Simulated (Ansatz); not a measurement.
We consider Cu2ZnSnS4 (I-4, No. 82), described by HSE06 in Ansatz (plane waves, PAW).

Settings: plane-wave cutoff 500 eV, 6×6×6 k mesh, gaussian smearing 0.02 eV, no spin polarisation, scalar-relativistic PAW data made under PBE.

Cell (relaxed with r²SCAN):

Space group I-4 (No. 82); a = b = 5.4134 Å, c = 10.8237 Å, α = β = γ = 90.00°

| atom | site | symmetry | x | y | z |
|---|---|---|---|---|---|
| Zn | 2c | -4.. | 0.0000 | 0.5000 | 0.2500 |
| Cu | 2a | -4.. | 0.0000 | 0.0000 | 0.0000 |
| Cu | 2d | -4.. | 0.5000 | 0.0000 | 0.2500 |
| Sn | 2b | -4.. | 0.0000 | 0.0000 | 0.5000 |
| S | 8g | 1 | 0.2422 | 0.2356 | 0.1291 |
(The calculation used a cell of 8 atoms; values per cell refer to that cell.)

What does this level give for the band gap?


- band gap = 1.31 eV (on the SCF k mesh)

Measured, for comparison: band gap 1.49 eV (temperature not stated, no zero-point or thermal correction, direct; as tabulated in Wikipedia's data pages).

Note: cell and atoms aren't relaxed at this level (largest force component 0.31 eV/Å, pressure 0.9 GPa).

Spin–orbit coupling is not included.

Static lattice: no zero-point or thermal effects.

It cost around 50 core-minutes (rough) of CPU time.

Ansatz is a quantum-chemistry and plane-wave program.
